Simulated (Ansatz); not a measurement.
# CHOS (quartet): relaxing a cheap start

Where does this start of CHOS (quartet) end when it is relaxed?

Method: UKS PBE0/def2-TZVP; program: Ansatz 0.2.0, Gaussian basis.

## 1. Where the work starts

4 atoms, charge 0, spin multiplicity 4.

Atoms are counted from 1 here; the program's logs count them from 0.

Bond lengths: C1–S2 1.754 Å, C1–H4 1.085 Å, S2–O3 1.481 Å. Angles: S2–C1–H4 119.3°, C1–S2–O3 106.6°.

Coordinates:

```
atom    x (Å)    y (Å)    z (Å)
  C1  -1.4515  -0.2563  -0.4025
  S2   0.0312   0.2403   0.3913
  O3   1.1469  -0.3141  -0.4099
  H4  -1.9004   0.3961  -1.1441
```

The start was built by rule and, where that kept it together, relaxed with GFN2-xTB. Sticks and bond lists go by distance. 

## 2. Relaxation

in.yaml

```yaml
crystal:
  periodic: [false, false, false]
  atoms:
    - {symbol: C, position_ang: [-1.451520, -0.256292, -0.402512]}
    - {symbol: S, position_ang: [0.031191, 0.240266, 0.391269]}
    - {symbol: O, position_ang: [1.146866, -0.314084, -0.409913]}
    - {symbol: H, position_ang: [-1.900431, 0.396139, -1.144130]}
basis:
  gaussian: {orbitals: def2-TZVP}
magnetization: {spin_polarized: true, initial_magnetization: 3}
hamiltonian: {xc: pbe0}
relax: {f_tol: 0.004, max_steps: 80}
```

Run with:

```bash
$ ansatz run in.yaml --threads 1 --pin off --events-out ev --progress --plain --max-ram 2176MiB
```

Before running it: what results should come out? Wanted: energy gained; shift from the start; total energy; dipole moment; ⟨S²⟩.

**Answer**, as computed:

| quantity | value |
| --- | --- |
| steps | 6 |
| energy gained | 0.043 eV |
| shift from the start (rms) | 0.051 Å |
| total energy | -13924.7642 eV |
| dipole moment | 2.13 D |
| ⟨S²⟩ | 3.764 |

The bonds of the start are those of the end. S2–O3 went from 1.481 to 1.508 Å. No vibrations were run, so this is a stationary point, not a proven minimum, and this spin need not be the ground state's.
